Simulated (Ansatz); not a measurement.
# C3H5F2 radical: a ladder of functionals and wavefunction methods

One table from this session's results is given with a row withheld; the runs are named, their logs left out.

Method: functionals in def2-TZVPP, the program's frozen cores in correlated methods; program: Ansatz 0.2.0, Gaussian basis.

Plan: LDA (SPW92), PBE-D4, revPBE-D4, BLYP-D4, r2SCAN-D4, B97M-V, PBE0-D4, B3LYP-D4, r2SCANh-D4, r2SCAN0-D4, HSE06-D4, BHLYP-D4, CAM-B3LYP-D4, LC-ωPBE, ωB97X-V, ωB97M-V, B2PLYP, PBE-QIDH; CCSD(T)/def2-SVP; CCSD(T)/def2-TZVPP; MP2/def2-QZVPP; extrapolation to the limit; RPA on PBE.

## Structure used throughout

An earlier PBE0-D4 in a triple-zeta def2 set relaxation fixed the geometry.

10 atoms, charge 0, spin multiplicity 2.

Atoms are counted from 1 here; the program's logs count them from 0.

Bond lengths: C1–C2 1.480 Å, C1–H6 1.081 Å, C1–H7 1.082 Å, C2–C3 1.508 Å, C2–H8 1.102 Å, C2–H9 1.093 Å, C3–F4 1.360 Å, C3–F5 1.359 Å, C3–H10 1.095 Å. Angles: C2–C1–H6 120.7°, C2–C1–H7 120.3°, H6–C1–H7 118.5°, C1–C2–C3 113.0°, C1–C2–H8 111.5°, C1–C2–H9 111.4°, C3–C2–H8 106.2°, C3–C2–H9 107.9°, H8–C2–H9 106.5°, C2–C3–F4 110.3°, C2–C3–F5 110.0°, C2–C3–H10 113.6°, F4–C3–F5 107.1°, F4–C3–H10 107.6°, F5–C3–H10 108.0°.

Set-up of the first run:

Input file in.yaml:

```yaml
crystal:
  periodic: [false, false, false]
  atoms:
    - {symbol: C, position_ang: [-1.294743, 0.574663, -0.045762]}
    - {symbol: C, position_ang: [-0.004522, 0.178107, 0.561395]}
    - {symbol: C, position_ang: [0.943585, -0.450573, -0.428792]}
    - {symbol: F, position_ang: [0.400223, -1.583815, -0.947926]}
    - {symbol: F, position_ang: [2.095679, -0.809918, 0.195360]}
    - {symbol: H, position_ang: [-1.841357, 1.428540, 0.329547]}
    - {symbol: H, position_ang: [-1.774806, -0.065747, -0.774041]}
    - {symbol: H, position_ang: [-0.146920, -0.562658, 1.364401]}
    - {symbol: H, position_ang: [0.502873, 1.034043, 1.014374]}
    - {symbol: H, position_ang: [1.203189, 0.206155, -1.265457]}
basis:
  gaussian: {orbitals: def2-TZVPP}
magnetization: {spin_polarized: true, initial_magnetization: 1}
hamiltonian: {xc: lda}
output: {orbitals: {seedname: orbitals}}
```

Launch:

```sh
> ansatz run in.yaml --threads 4 --pin off --events-out ev --progress --plain --max-ram 10444MiB
```

Among the steps run: LDA; PBE-D4 (GGA); revPBE-D4 (GGA); BLYP-D4 (GGA); r2SCAN-D4 (meta-GGA); B97M-V (meta-GGA); PBE0-D4 (hybrid); B3LYP-D4 (hybrid); r2SCANh-D4 (hybrid); r2SCAN0-D4 (hybrid); HSE06-D4 (hybrid); BHLYP-D4 (hybrid); CAM-B3LYP-D4 (range-separated); LC-ωPBE (range-separated); ωB97X-V (range-separated); ωB97M-V (range-separated); B2PLYP (double hybrid); PBE-QIDH (double hybrid).

One table of the session follows, with a row left open; its other results are not shown here.

It belongs to the step «Orbital energies across the functionals». 

| functional | HOMO (eV) | LUMO (eV) | gap (eV) |
| --- | --- | --- | --- |
| LDA (SPW92) | -5.12 | -3.56 | 1.56 |
| PBE-D4 | -5.15 | -2.94 | 2.21 |
| revPBE-D4 | -5.11 | -2.76 | 2.34 |
| BLYP-D4 | -4.96 | -2.98 | 1.98 |
| r2SCAN-D4 | ? | ? | ? |
| B97M-V | -5.39 | -2.64 | 2.75 |
| PBE0-D4 | -6.56 | -1.67 | 4.89 |
| B3LYP-D4 | -6.24 | -2.17 | 4.07 |
| r2SCANh-D4 | -6.15 | -1.78 | 4.37 |
| r2SCAN0-D4 | -6.93 | -1.17 | 5.76 |
| HSE06-D4 | -6.15 | -2.07 | 4.09 |
| BHLYP-D4 | -7.80 | -0.60 | 7.20 |
| CAM-B3LYP-D4 | -7.92 | -0.71 | 7.21 |
| LC-ωPBE | -9.45 | 0.89 | 10.34 |
| ωB97X-V | -8.83 | 0.31 | 9.14 |
| ωB97M-V | -8.63 | 0.14 | 8.77 |

**Question.** Estimate the row for r2SCAN-D4.

Worked estimate for «HOMO (eV)». Against the share of exact exchange, r2SCANh-D4 (0.1, -6.15), r2SCAN0-D4 (0.25, -6.93) give a slope of -5.20 per unit share; at 0 the line stands at -5.63.

As computed: HOMO (eV): -5.63; LUMO (eV): -2.20; gap (eV): 3.43. In «HOMO (eV)» the line misses by 0.00.
